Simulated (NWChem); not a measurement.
# AlH2O (SMILES [O][AlH2]) at UM06-2X/6-31G(d) (spherical functions)

Aim: the vertical ionisation energy of AlH2O at UM06-2X/6-31G* (spherical functions), from 2 runs. 

The results are computed with NWChem 7.3.0.

### Step 1. The system as given

AlH2O has 4 atoms, charge 0, and is taken as a doublet. As SMILES, `[O][AlH2]`. The coordinates come from a PBE0-D4/def2-TZVP relaxation.

Bond lengths: O1–Al2 1.727 Å, Al2–H3 1.578 Å, Al2–H4 1.578 Å. Angles: O1–Al2–H3 115.8°, O1–Al2–H4 115.8°, H3–Al2–H4 128.3°.

### Step 2. The energy at UM06-2X/6-31G(d) (spherical functions)

input.xyz reads:

```xyz
4
AlH2O energy
O      0.062600    -0.856300     1.401400
Al     0.011300     0.029900    -0.080400
H     -1.149600    -0.360800    -1.076000
H      1.131100     1.126800    -0.265300
```

input.nw reads:

```
start input
title "AlH2O energy"
memory total 2200 mb
charge 0

geometry noautosym nocenter noautoz
 load format xyz input.xyz
end

basis spherical bse
 O library 6-31G*
 Al library 6-31G*
 H library 6-31G*
end

dft
 xc m06-2x
 mult 2
 grid fine
 convergence energy 1e-08
 maxiter 100
 mulliken
 noprint "final vectors analysis"
end

task dft energy
```

Run with:

```bash
$ nwchem input.nw > input.out
```

What it wrote:

```text
[...]
          Wavefunction type:  spin polarized.
          No. of atoms     :     4
          No. of electrons :    23
[...]
          Charge           :     0
          Spin multiplicity:     2
[...]
          AO basis - number of functions:    36
[...]
              XC Information
              --------------
                       M06-2X Method XC Functional
                     Hartree-Fock (Exact) Exchange  0.540
                        M06-2X Exchange Functional  1.000
                      M06-2X Correlation Potential  1.000
[...]
 d= 0,ls=0.0,diis     1   -318.3756527293 -3.62D+02  8.81D-02  3.73D-01     0.5
[...]
 d= 0,ls=0.5,diis    51   -318.7165438164 -6.94D-09  1.64D-07  7.63D-10    19.2
[...]
         Total DFT energy =     -318.716543819212
      One electron energy =     -528.985049098009
           Coulomb energy =      194.385139002882
    Exchange-Corr. energy =      -27.901767867081
 Nuclear repulsion energy =       43.785134142996
[...]
      Total Density - Mulliken Population Analysis
     ---------------------------------------------
    Atom       Charge   Shell Charges
 -----------   ------   -------------------------------------------------------
    1 O    8     8.39   2.00  0.95  2.71  0.99  1.73  0.01
    2 Al  13    12.44   2.00  2.00  5.97  0.82  1.14  0.17  0.16  0.18
    3 H    1     1.09   0.48  0.61
    4 H    1     1.09   0.48  0.61
[...]
      <S2> =      0.7541 (Exact =     0.7500)
[...]
```

It took 20 s on 1 thread of Intel Xeon 6975P-C (Granite Rapids), shared host; peak memory 0.11 GiB.

### Step 3. The singlet cation, same level

test.nw reads:

```
start test
memory 2200 mb
charge 1
geometry noautosym nocenter noautoz
   O     0.062600   -0.856300    1.401400
   Al    0.011300    0.029900   -0.080400
   H    -1.149600   -0.360800   -1.076000
   H     1.131100    1.126800   -0.265300
end
basis spherical bse
   O library 6-31G*
   Al library 6-31G*
   H library 6-31G*
end
dft
   xc m06-2x
   grid fine
   convergence energy 1e-08
   maxiter 100
   mulliken
   noprint "final vectors analysis"
end
task dft energy
```

Run with:

```bash
$ nwchem test.nw > test.out
```

What it wrote:

```text
[...]
          Wavefunction type:  closed shell.
          No. of atoms     :     4
          No. of electrons :    22
[...]
          Charge           :     1
          Spin multiplicity:     1
[...]
          AO basis - number of functions:    36
[...]
              XC Information
              --------------
                       M06-2X Method XC Functional
                     Hartree-Fock (Exact) Exchange  0.540
                        M06-2X Exchange Functional  1.000
                      M06-2X Correlation Potential  1.000
[...]
 d= 0,ls=0.0,diis     1   -317.4260224091 -3.61D+02  1.57D-01  4.66D+00     0.4
[...]
 d= 0,ls=0.0,diis    14   -318.2497788481 -1.04D-09  9.40D-08  1.92D-11     3.7
         Total DFT energy =     -318.249778848128
      One electron energy =     -522.005671851547
           Coulomb energy =      187.437245339346
    Exchange-Corr. energy =      -27.466486478923
 Nuclear repulsion energy =       43.785134142996
[...]
      Total Density - Mulliken Population Analysis
     ---------------------------------------------
    Atom       Charge   Shell Charges
 -----------   ------   -------------------------------------------------------
    1 O    8     8.06   2.00  1.00  2.61  0.96  1.49  0.01
    2 Al  13    12.27   2.00  2.00  5.97  0.92  1.15  0.06  0.05  0.14
    3 H    1     0.83   0.42  0.41
    4 H    1     0.83   0.42  0.41
[...]
```

Run time: 4.2 s. Hardware: 1 thread of Intel Xeon 6975P-C (Granite Rapids), shared host; peak memory 0.11 GiB.

### Step 4. What came out

Level: UM06-2X/6-31G* (spherical functions).

| quantity | value |
| --- | --- |
| doublet AlH2O: total energy | -318.71654 Eh |
| doublet AlH2O: dipole moment | 1.68 D |
| doublet AlH2O: ⟨S²⟩ | 0.754 |
| singlet cation: total energy | -318.24978 Eh |
| vertical ionisation energy (to the singlet cation) | 12.701 eV |

Removing an electron at fixed nuclei costs 12.70 eV (1225 kJ/mol). Only the singlet of the ionised species was computed; a triplet could lie lower. Mulliken charges (doublet AlH2O) run from -0.39 on O1 to +0.56 on Al2. Mulliken charges (singlet cation) run from -0.06 on O1 to +0.73 on Al2.
